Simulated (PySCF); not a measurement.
Identify the unknown among the candidates.

| technique | computed result |
| --- | --- |
| Rotational structure | rotational constants A, B, C: 6.289, 3.010, 2.226 GHz [GFN2-xTB] |
| Dipole | 1.88 D [wB97X-D/def2-SVPD] |
| UV, first state | lowest singlet excitation: 4.82 eV (257 nm, f = 0.000) [TDDFT wB97X-D/def2-SVPD] |
| UV, strongest line | among the 8 lowest singlet transitions: S7 at 7.43 eV (167 nm, f = 0.216) [TDDFT wB97X-D/def2-SVPD] |
| Polarisability | 67.6 au [wB97X-D/def2-SVPD] |
| Triplet | lowest triplet excitation (Tamm–Dancoff): 4.51 eV [TDA wB97X-D/def2-SVPD] |

Electronic properties: PySCF, gas phase, density fitting. Levels stand in brackets. Geometry: GFN2-xTB, one conformer, isolated molecule.

Question: Which candidate is it?
A. `C#CSCC`
B. `CSC1=CC1`
C. `C1=CCCC1`

Answer: A. It is `C#CSCC`. Numbering: `[CH:1]#[C:2][S:3][CH2:4][CH3:5]`. Its formula, C4H6S, gives 2 degrees of unsaturation: 0 rings and 2 π bonds in the structure found. The optimised geometry has point group C1 and is an asymmetric top.

The others, at the same levels:
- `CSC1=CC1` fails: its computed lowest singlet excitation is 5.35 eV (232 nm, f = 0.001) (against 4.82 eV), lowest triplet excitation (Tamm–Dancoff) is 3.82 eV (against 4.51 eV) and strongest line among the 8 lowest singlet transitions is S2 at 5.65 eV (220 nm, f = 0.215) (against S7 at 7.43 eV).
- `C1=CCCC1` fails: its computed lowest singlet excitation is 6.96 eV (178 nm, f = 0.009) (against 4.82 eV), strongest line among the 8 lowest singlet transitions is S2 at 7.13 eV (174 nm, f = 0.253) (against S7 at 7.43 eV) and static isotropic polarisability is 56.0 au (against 67.6 au).

Each candidate is one conformer, not necessarily the lowest. Dipoles, sizes and rotational constants follow the conformer. The torsions of the flexible species, by atom-mapped SMILES:
- `[CH:1]#[C:2][S:3][CH2:4][CH3:5]`: C2–S3–C4–C5 67°
- `[CH3:1][S:2][C:3]1=[CH:4][CH2:5]1`: C1–S2–C3–C4 180°
